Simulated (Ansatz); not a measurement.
Input for Ansatz (development build ahead of 0.2.0):

```yaml
crystal:
  periodic: [false, false, false]
  atoms:
    - { symbol: O, position_ang: [0.0, 0.0, -0.6241] }
    - { symbol: C, position_ang: [0.0, 1.25388, 0.20314] }
    - { symbol: C, position_ang: [0.0, -1.25388, 0.20314] }
    - { symbol: H, position_ang: [0.0, 2.1831, -0.53594] }
    - { symbol: H, position_ang: [-0.96684, 1.3315, 0.90676] }
    - { symbol: H, position_ang: [0.96684, 1.3315, 0.90676] }
    - { symbol: H, position_ang: [0.0, -2.1831, -0.53594] }
    - { symbol: H, position_ang: [0.96684, -1.3315, 0.90676] }
    - { symbol: H, position_ang: [-0.96684, -1.3315, 0.90676] }
basis:
  gaussian: { orbitals: cc-pVTZ }
hamiltonian:
  xc: hf
```

The input is written out in the form of the current development build from the run's settings.

The run gave:

```
Converged                       : yes
Total energy                    : -154.06875 hartree
Spin squared of the determinant : 0.000
```

Caution: no unrestricted run beside it, a lower state can exist.
